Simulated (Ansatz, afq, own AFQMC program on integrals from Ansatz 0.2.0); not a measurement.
AFQMC on a folder of integrals that Ansatz 0.2.0 wrote.

```yaml
crystal:
  periodic: [false, false, false]
  atoms:
    - {symbol: B, position_ang: [-0.165120, 0.000000, 0.000000]}
    - {symbol: H, position_ang: [-0.761854, 1.033571, 0.000000]}
    - {symbol: H, position_ang: [-0.761854, -1.033571, 0.000000]}
    - {symbol: H, position_ang: [1.233880, 0.000000, 0.000000]}
    - {symbol: H, position_ang: [2.060880, 0.000000, 0.000000]}
basis:
  gaussian: {orbitals: cc-pVTZ}
magnetization: {spin_polarized: true, initial_magnetization: 1}
correlation: {method: ccsd_t, electrons: outside_noble_gas, hamiltonian_folder: ham}
```

```sh
$ ansatz run in.yaml --threads 1 --pin off --events-out ev --progress --plain --max-ram 24576MiB --backend cuda --devices 0, --max-vram 18GiB
```

Options of the walk:

```
--method phaseless --trial hf --walkers 1900 --populations 20 --least-time 40 --time-step 0.005 --steps-per-block 20 --equilibration-blocks 112 --max-blocks 4000 --target-error 0.0008 --factor-cut 1e-05 --start spin_pure --seed 343 --taylor-order 6
```

Times are imaginary, in 1/Eh. The walk had a cap of 97 s. With eight or more populations the least sampling time is a fifth of least-time, and the error comes from their spread.

afq prints:

```
orbitals 85  electrons 4 3  factors 468 of 468
reference energy -26.85694714 Eh
CCSD correlation -0.15076925 Eh in 10 cycles, weight of the determinant in the CISD state 0.9292
energy of the start -26.857442 Eh
 block  time / (1/Eh)  mean weight  energy / Eh
     1     0.100  1.0005  -26.894954
     2     0.200  1.0014  -26.919872
     3     0.300  1.0010  -26.937875
     4     0.400  1.0007  -26.952358
     5     0.500  1.0005  -26.964188
     8     0.800  1.0001  -26.982472
    13     1.300  1.0006  -26.996136
    25     2.500  1.0001  -27.008222
    37     3.700  0.9995  -27.012556
    49     4.900  1.0002  -27.008967
    61     6.100  0.9995  -27.011061
    73     7.300  1.0002  -27.017132
    85     8.500  0.9997  -27.010093
    97     9.700  1.0002  -27.009855
   109    10.900  0.9998  -27.009755
   121    12.100  0.9996  -27.007403
   133    13.300  0.9999  -27.008850
   145    14.500  0.9998  -27.010132
   157    15.700  1.0004  -27.010826
   169    16.900  1.0001  -27.008850
   181    18.100  1.0001  -27.009763
   189    18.900  1.0000  -27.013459
error from the spread of 20 populations
energy -27.010379 +/- 0.000769 Eh
(rows thinned)
```

The run passed its tests (sampling time, drift between the halves within three errors, error under three times the target), which doesn't prove that it has relaxed.

Against this walk (error 20.9 meV) on the same determinant: CCSD(T) 14.1 meV lower (within the noise), CCSDT(Q) 32.7 meV lower (within the noise), a separate phaseless walk with a CISD trial and standard settings 27.8 ± 21.0 meV lower (within the noise). The error is statistical and leaves out the bias of the constraint.

Cautions: constraint bias not in the error.

The walk took 24 s on 1 × NVIDIA H100 80GB HBM3 with 2 threads of AMD EPYC 7R13 Processor (Zen 3), on a shared host (the card was shared). The log's last line is the phaseless energy.

CCSDT and higher add their correlation energy to the determinant of the CCSD(T) run, since their own runs factorise the integrals more tightly (a shift of under 2 meV). A walk keeps the symmetry of its determinant, which the program's search chose and which needn't be the lowest solution, so a lower state of the same spin and another symmetry isn't excluded.
